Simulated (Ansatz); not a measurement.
Born–Oppenheimer molecular dynamics of C2H5NS (9 atoms, charge 0, multiplicity 1). It starts at the highest image of a converged band, a first-order saddle point between two minima.

Level of theory: UKS B3LYP-D4/def2-SVP (Ansatz 0.2.0).

```json
{
  "ensemble": "NVE (velocity Verlet)",
  "time step": "0.5 fs",
  "steps asked": "200",
  "starting velocities drawn for": "100 K",
  "seed": "5186"
}
```

First frame:

```xyz
9
Properties=species:S:1:pos:R:3
C 0.793 0.998 0.078
C -0.022 -0.072 0.098
N 0.060 -1.166 -0.747
S -1.385 -0.194 1.279
H 1.587 1.082 -0.670
H 0.675 1.805 0.799
H -0.492 -1.978 -0.502
H 0.969 -1.371 -1.147
H -2.096 0.849 0.795
```

(1) What does the run give?

(2) What happens to the structure?

(3) How do temperature and energy run in time?

Answers

(1) The run went to its last step.

```json
{
  "steps done": "200",
  "time covered": "100 fs",
  "mean temperature over the second half": "87 K",
  "spread of the potential energy over the second half": "2.2 meV per atom",
  "mean potential energy of the second half above the start": "1.3 meV per atom"
}
```

The conserved energy stayed within 0.034 meV per atom of its start (net change 0.018 meV per atom), so the integration is sound. A run of 0.1 ps of so small a system gives no equilibrium averages. The orbitals stay closed-shell, which can raise the energy where a bond breaks towards radicals; this wasn't checked here.

(2) The step under study would form C2–H9 and break S4–H9. These pairs go: C2–H9 2.37 → 2.46 Å, S4–H9 1.35 → 1.36 Å. In the last frame they stand as before the step (other bonds may differ from the relaxed reactants and products). It ends as one piece, C2H5NS. Pairs count as bonded within 1.25 times the sum of covalent radii (0.12 Å more for H–H). Another seed would give other details.

(3) 
| time (fs) | T (K) | potential energy less start (eV) | conserved less start (meV/atom) |
| --- | --- | --- | --- |
| 0.0 | 100 | 0.000 | 0.00 |
| 5.0 | 56 | 0.040 | 0.02 |
| 10.0 | 35 | 0.059 | 0.03 |
| 15.0 | 50 | 0.045 | 0.02 |
| 20.0 | 50 | 0.046 | 0.02 |
| 25.0 | 40 | 0.054 | 0.02 |
| 30.0 | 41 | 0.054 | 0.02 |
| 35.0 | 60 | 0.037 | 0.03 |
| 40.0 | 55 | 0.041 | 0.02 |
| 45.0 | 51 | 0.044 | 0.02 |
| 50.0 | 75 | 0.023 | 0.01 |
| 55.0 | 74 | 0.024 | 0.02 |
| 60.0 | 62 | 0.034 | 0.03 |
| 65.0 | 64 | 0.033 | 0.03 |
| 70.0 | 78 | 0.020 | 0.02 |
| 75.0 | 94 | 0.005 | 0.02 |
| 80.0 | 102 | -0.002 | 0.02 |
| 85.0 | 130 | -0.027 | 0.02 |
| 90.0 | 116 | -0.014 | 0.02 |
| 95.0 | 76 | 0.022 | 0.02 |
| 100.0 | 84 | 0.015 | 0.02 |

Run time: 8.2 min on 2 threads of Arm Neoverse V1, with other jobs on the host, peak memory 0.22 GiB.
